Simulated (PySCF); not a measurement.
Species: isoyanoacetylene, C₃HN.
SMILES: `[C-]#[N+]C#C`

Method used: PBE0/pcSseg-1 in PySCF (dipole) on a GFN2-xTB geometry, gas phase.

Masses are those of the commonest isotopes; rigid-rotor values at the optimised geometry. 

Q: What are the moment of inertia and the rotational constant?

A: I = 100.057 u·Å², B = 505379 MHz·u·Å²/I = 5051 MHz (0.1685 cm⁻¹, or 0.242 K as hB/k).

Q: List the first levels of a rigid rotor in a Σ state.

A: E(J) = BJ(J+1): J = 1: 0.337, J = 2: 1.011, J = 3: 2.022, J = 4: 3.370, J = 5: 5.054, J = 6: 7.076 cm⁻¹.

Q: Where do the first rotational lines fall?

A: The dipole is 2.83 D; J+1 ← J lies at 2B(J+1): 1 ← 0 at 10.10 GHz, 2 ← 1 at 20.20 GHz, 3 ← 2 at 30.31 GHz, 4 ← 3 at 40.41 GHz, 5 ← 4 at 50.51 GHz, 6 ← 5 at 60.61 GHz.

Q: Estimate the classical rotational partition function at 25 K, 50 K and 298.15 K.

A: Point group C∞v, symmetry number σ = 1; q = kT/(σhB), k/h = 20836.6 MHz/K: 103 at 25 K, 206 at 50 K, 1230 at 298.15 K.

Whether it is a minimum is left open (no frequencies). No vibrational averaging or centrifugal distortion is included, and the geometry carries the error of its method.
